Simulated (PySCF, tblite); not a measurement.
# C5H8N radical: geometry, infrared bands and EPR parameters

What infrared bands and EPR parameters should C5H8N radical (`CCN1[CH]C=C1`) show?

Programs: tblite 0.8.0 and PySCF 2.14.0, with density-fitted response routines of our own. Each step states its level of theory. These are calculated values for one molecule in the gas phase, unless marked as measured. Atoms count from 0, in the outputs and in this text.

## 1. Starting geometry

14 atoms, charge 0, multiplicity 2; geometry from: force field or distance geometry start.

Bonds of the start (Å): C0–C1 1.53, C1–N2 1.43, N2–C3 1.47, C3–C4 1.50, C4–C5 1.33, C5–N2 1.44, C0–H6 1.10, C0–H7 1.11, C0–H8 1.10, C1–H9 1.11, C1–H10 1.08, C3–H11 1.14, C4–H12 1.09, C5–H13 1.07.

## 2. Optimising the geometry with GFN2-xTB

The job: settings as JSON, then the geometry in Å.

```
{"job": {"kind": "relax", "xc": "GFN2-xTB", "basis": "xTB"}, "charge": 0, "multiplicity": 2}
C      1.902900     0.557700     0.462000
C      0.987700    -0.637200     0.180000
N     -0.379500    -0.226700     0.049000
C     -1.455900     0.314900     0.883000
C     -2.278100     0.343600    -0.367500
C     -1.268500    -0.143600    -1.086800
H      2.922300     0.148200     0.568800
H      1.876500     1.151200    -0.473700
H      1.558600     1.155400     1.324500
H      1.046600    -1.269900     1.095900
H      1.337600    -1.153500    -0.703900
H     -1.839600    -0.479300     1.612200
H     -3.300900     0.640300    -0.608700
H     -1.110400    -0.401700    -2.116900
```

Command:

```console
OMP_NUM_THREADS=1 python probes_run.py task.json out
```

This one command runs all jobs of the session in turn.

What it wrote:

```text
step      E/eV     max force
  0    -477.40463    3.409
  1    -477.67181    2.025
  2    -477.81553    1.164
  3    -477.89976    1.176
  4    -477.98650    0.778
  5    -478.03896    0.781
  6    -478.10082    0.758
  7    -478.13886    0.538
  8    -478.16465    0.482
  9    -478.18272    0.455
 10    -478.20738    0.532
 11    -478.22333    0.326
 12    -478.23313    0.528
 13    -478.24501    0.337
 14    -478.26261    0.395
 15    -478.27467    0.378
 16    -478.28084    0.287
 17    -478.28606    0.170
 18    -478.29051    0.226
 19    -478.29461    0.227
 20    -478.29772    0.168
 21    -478.30004    0.128
 22    -478.30164    0.113
 23    -478.30255    0.072
 24    -478.30306    0.062
 25    -478.30355    0.068
 26    -478.30430    0.089
 27    -478.30530    0.112
 28    -478.30645    0.092
 29    -478.30760    0.090
 30    -478.30888    0.100
 31    -478.31070    0.177
 32    -478.31355    0.235
 33    -478.31781    0.221
 34    -478.32313    0.232
 35    -478.32939    0.238
 36    -478.33854    0.420
 37    -478.34830    0.477
 38    -478.35425    0.331
 39    -478.35666    0.209
 40    -478.36261    0.179
 41    -478.36588    0.183
 42    -478.36829    0.096
 43    -478.37031    0.093
 44    -478.37152    0.079
 45    -478.37230    0.056
 46    -478.37273    0.048
 47    -478.37299    0.047
 48    -478.37318    0.046
 49    -478.37338    0.038
 50    -478.37357    0.038
 51    -478.37377    0.036
 52    -478.37395    0.035
 53    -478.37412    0.032
 54    -478.37426    0.042
 55    -478.37439    0.042
 56    -478.37452    0.030
 57    -478.37461    0.020
 58    -478.37468    0.017
 59    -478.37472    0.020
 60    -478.37475    0.017
 61    -478.37477    0.011
 62    -478.37478    0.007
```

It took 0.23 s on 1 thread of Arm Neoverse V2, shared host.

The steps of the relaxation: (not every step is listed)

```csv
step,energy from step 0 (eV),largest force (eV/Å)
0,0.0000,3.4089
1,-0.2672,2.0252
2,-0.4109,1.1638
3,-0.4951,1.1755
4,-0.5819,0.7778
5,-0.6343,0.7814
6,-0.6962,0.7582
7,-0.7342,0.5381
8,-0.7600,0.4820
12,-0.8285,0.5284
16,-0.8762,0.2873
20,-0.8931,0.1682
24,-0.8984,0.0615
28,-0.9018,0.0922
32,-0.9089,0.2349
36,-0.9339,0.4198
40,-0.9580,0.1786
44,-0.9669,0.0794
48,-0.9685,0.0457
52,-0.9693,0.0352
56,-0.9699,0.0298
57,-0.9700,0.0201
58,-0.9701,0.0167
59,-0.9701,0.0197
60,-0.9701,0.0169
61,-0.9701,0.0111
62,-0.9701,0.0075
```

Close pairs (by a distance rule), those that changed most:

```csv
bond,before (Å),after (Å),change (Å)
C3–C4,1.497,1.397,-0.100
C3–H11,1.144,1.070,-0.074
C4–C5,1.332,1.396,+0.064
N2–C3,1.465,1.426,-0.039
C4–H12,1.092,1.069,-0.023
C1–H9,1.115,1.094,-0.020
C0–H7,1.108,1.088,-0.020
C0–H6,1.104,1.087,-0.017
```

The end geometry stands in the next job.

## 3. Harmonic vibrations with GFN2-xTB

The job: settings as JSON, then the geometry in Å.

```
{"job": {"kind": "ir", "xc": "GFN2-xTB", "basis": "xTB"}, "charge": 0, "multiplicity": 2}
C      1.593550     0.572104     0.347612
C      0.947676    -0.810713     0.227507
N     -0.469438    -0.771094    -0.029321
C     -1.421075    -0.100180     0.794147
C     -2.057426     0.469381    -0.311568
C     -1.072759    -0.087357    -1.129111
H      2.661646     0.476989     0.525274
H      1.438812     1.139732    -0.567957
H      1.149029     1.124870     1.172819
H      1.097169    -1.371820     1.155196
H      1.413549    -1.367537    -0.591496
H     -1.519838    -0.149592     1.858483
H     -2.972299     0.997348    -0.473339
H     -0.789274    -0.122605    -2.160338
```

What it wrote:

```text
mode    cm-1     km/mol
  1      60.7      8.03
  2     132.6      2.94
  3     168.4     10.22
  4     205.9      8.62
  5     347.3      1.33
  6     389.4      3.09
  7     489.2     34.61
  8     591.5      0.09
  9     602.3     15.81
 10     722.2     30.75
 11     774.7      6.99
 12     823.0      5.29
 13     961.1     10.54
 14     977.4      3.47
 15     984.6      0.46
 16    1070.4     14.78
 17    1079.1      1.31
 18    1088.9      7.52
 19    1137.6      0.02
 20    1221.2      5.51
 21    1279.8      2.17
 22    1321.5     11.54
 23    1352.8    102.48
 24    1401.6      4.91
 25    1463.4     14.97
 26    1464.3      1.55
 27    1491.1      3.59
 28    1500.1      1.40
 29    2948.6     29.53
 30    2957.1     40.77
 31    3030.6     35.71
 32    3035.4     28.59
 33    3040.9     34.29
 34    3155.8     51.32
 35    3163.0      1.76
 36    3189.6     24.86
```

Wall time 0.25 s (1 thread of Arm Neoverse V2, shared host).

The strongest bands and the atoms that carry them (share of the mass-weighted mode):

```csv
cm⁻¹,km/mol,atoms
489,34.6,"H11 37 %, H13 36 %, N2 14 %"
722,30.8,"H12 43 %, C1 20 %"
1353,102.5,"N2 60 %, C3 11 %, C5 10 %"
2949,29.5,"H10 47 %, H9 43 %"
2957,40.8,"H9 50 %, H10 46 %"
3031,35.7,"H7 57 %, H8 34 %"
3041,34.3,H6 92 %
3156,51.3,"H13 47 %, H11 45 %"
```

## 4. EPR parameters: B3LYP/pcH-1

The job, as its differences from that of step 3:

```diff
@@ -1,2 +1,2 @@
-{"job": {"kind": "ir", "xc": "GFN2-xTB", "basis": "xTB"}, "charge": 0, "multiplicity": 2}
+{"job": {"kind": "epr", "basis": "pcH-1"}, "charge": 0, "multiplicity": 2}
 C      1.593550     0.572104     0.347612
```

With the program's defaults for keys left out, this is: UKS B3LYP, pcH-1 on C H N, non-relativistic, mean-field spin-orbit, GIAO.

What it wrote:

```text
UKS, coarse grid
  cycle   1  E = -249.94308158  |g| = 3.00e-01
  cycle   2  E = -249.93300428  |g| = 3.39e-01
  cycle   3  E = -249.99088223  |g| = 4.02e-02
  cycle   4  E = -249.99130595  |g| = 3.30e-02
  cycle   5  E = -249.99184160  |g| = 9.62e-03
  cycle   6  E = -249.99190553  |g| = 3.94e-03
  cycle   7  E = -249.99192177  |g| = 2.07e-03
  cycle   8  E = -249.99192672  |g| = 5.76e-04
UKS, final grid
  cycle   1  E = -249.99192431  |g| = 5.66e-04
  cycle   2  E = -249.99192429  |g| = 7.14e-04
  cycle   3  E = -249.99192451  |g| = 1.04e-04
  cycle   4  E = -249.99192452  |g| = 7.15e-05
  cycle   5  E = -249.99192453  |g| = 4.48e-05
  cycle   6  E = -249.99192453  |g| = 6.90e-06
E = -249.99192453 Eh   <S^2> = 0.7739 (exact 0.7500)
g shifts (ppm)      1          2          3
  rmc          -147       -147       -147
  gc              1         41         38
  oz_so         -17        476        504
  total        -163        371        396
hyperfine (MHz)  atom isotope    a_iso     a_fc   dipolar eigenvalues
    0   13C       0.04       0.04     -1.07      0.29      0.78
    1   13C       4.97       4.97     -1.32     -0.74      2.07
    2   14N      -5.42      -5.42     -1.40      0.15      1.25
    3   13C      70.14      70.14    -55.49    -53.44    108.93
    4   13C     -46.06     -46.06    -26.12     11.26     14.86
    5   13C      70.00      70.00    -55.30    -53.21    108.51
    6    1H      -0.80      -0.80     -1.47     -1.01      2.48
    7    1H       1.45       1.45     -3.39     -1.64      5.03
    8    1H       1.57       1.57     -3.33     -1.60      4.93
    9    1H      -0.86      -0.86     -2.31     -1.98      4.29
   10    1H      -0.89      -0.89     -2.30     -1.98      4.28
   11    1H     -46.70     -46.70    -27.32     -0.28     27.60
   12    1H       9.68       9.68     -4.26      0.57      3.69
   13    1H     -46.62     -46.62    -27.22     -0.29     27.51
```

Run time: 43 s. Hardware: 1 thread of Arm Neoverse V2, shared host; peak memory 0.84 GiB.

Principal g values 2.00216, 2.00269, 2.00272; g(iso) = 2.00252, against 2.00232 for a free electron.

Hyperfine couplings; where a row names several nuclei, a(iso) is their mean (it holds for fast rotation or exchange) and the dipolar term the largest among them:

```csv
nuclei,isotope,a(iso) (MHz),"a(iso) (G, at g = 2.0023)",largest dipolar term (MHz)
"C3, C5",13C,70.1,25.0,108.9
"H11, H13",1H,-46.7,-16.6,27.6
C4,13C,-46.1,-16.4,-26.1
H12,1H,9.7,3.5,-4.3
N2,14N,-5.4,-1.9,-1.4
C1,13C,5.0,1.8,2.1
"H9, H10",1H,-0.9,-0.3,4.3
"H6, H7, H8",1H,0.7,0.3,5.0
C0,13C,0.0,0.0,-1.1
```

Mulliken spin populations:

C0 0.00; C1 0.00; N2 -0.05; C3 0.67; C4 -0.24; C5 0.67; H6 0.00; H7 0.00; H8 0.00; H9 0.00; H10 0.00; H11 -0.03; H12 0.01; H13 -0.03

In first order the couplings over 0.8 MHz of 1H, 14N give 54 distinct lines over 41.2 G, if the averaged nuclei exchange fast.

Orbitals, density, ELF and potential are computed afterwards from the orbital file.

ELF in a plane through or near 4 of the atoms.

Ten even steps from '0' (0.00) to '9' (1.00):
```
0000000000000000000000000000
0000000000000000000000000000
0000000000000000110000000000
0000000000000016884000000000
0000000000000049998200000000
0000000000000059998200000000
0000000000000028997200000000
0000000000110026236521000000
0000013212442247339743210000
0000147635875567447666420000
0000136524874567558665420000
0000012101342147128742100000
0000000000110026226410000000
0000000000000039997200000000
0000000000000059999200000000
0000000000000049998100000000
0000000000000004762000000000
0000000000000000000000000000
0000000000000000000000000000
0000000000000000000000000000
```
The map spans 11.4 Å across and 9.3 Å up, centred on the molecule. Atoms in the plane (x, y in Å): C3 (1.3, -1.0), C5 (1.3, 1.0), H11 (1.2, -2.0), H13 (1.2, 2.0).

On the surface of density 0.002 e/bohr³ the electrostatic potential runs, from the 1st to the 99th percentile, from -1.35 V near N2 to 1.03 V near H13.

The spin density lies nearest to C3, C5 about 36 % each; C4 9 % (beta excess); H13 7 %.

## 5. Results

```
                                 quantity                    value
strongest single infrared mode (GFN2-xTB)    1353 cm⁻¹, 102 km/mol
             zero-point energy (GFN2-xTB)            70.9 kcal/mol
                           g(iso) (B3LYP)                  2.00252
                                     ⟨S²⟩       0.774 (exact 0.75)
       largest a(iso) (averaged by class)  13C on C3, C5, 70.1 MHz
    surface potential, 1st and 99th percentile       -1.35 V and 1.03 V
```

In words: Relaxing lowered the energy by 0.970 eV in 62 steps; the close pair that moved most is C3–C4, from 1.497 to 1.397 Å. No mode is imaginary among the 36: a minimum at this level. The strongest single mode, at 1353 cm⁻¹, moves mainly N2. Unscaled tight-binding wavenumbers are off by several per cent, some by more. Its intensities can rank the bands wrongly. The largest spin populations lie on C3 (0.67 e), C5 (0.67 e). The isotropic g lies 0.2 ppt above the free-electron value.
